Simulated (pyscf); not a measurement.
A first-order saddle from PySCF, ωB97X-D3(BJ)/def2-SVP:

```xyz
8

F     -2.0307    -0.0157     0.6648
Ge    -0.2578     0.0113    -0.2090
F     -0.2184     1.7031     0.0501
F     -0.9478    -0.5878    -1.6501
F      1.4256    -0.2553    -0.4998
O     -0.2895    -1.1518     1.2615
H     -1.3717    -0.7095     1.3765
H      0.4350    -1.1666     1.9013
```

Surface: singlet, charge 0. Lowest wavenumbers (cm⁻¹): 810i, 84, 157, 247, 273.

Task: Which two sides does it connect, and which bonds change?

Result: `[F][Ge]([F])([F])[F]` + `[OH2]` ⇌ `[FH]` + `[OH][Ge]([F])([F])[F]`, a four-centre exchange read from left to right: F–Ge, H–O broken and F–H, Ge–O formed. At ωB97M-D3(BJ)/def2-TZVP it lies +0.49 eV from the left side and +0.34 eV from the right (each side as separated species at their lowest minima found). On the reactant side the descent ends in an adduct with a Ge–O contact, 0.45 eV under the separated species and 0.93 eV under the saddle at ωB97X-D3(BJ)/def2-TZVP. On the product side the descent ends in a complex, 0.19 eV under the separated species and 0.53 eV under the saddle at ωB97X-D3(BJ)/def2-TZVP. What is counted as formed (Ge–O) is already present as a longer contact in the reactant adduct; forming that adduct is a step of its own. This is the saddle that the search found; another between the same sides may lie lower. Elements up to Kr have no core potential and no relativistic terms here.
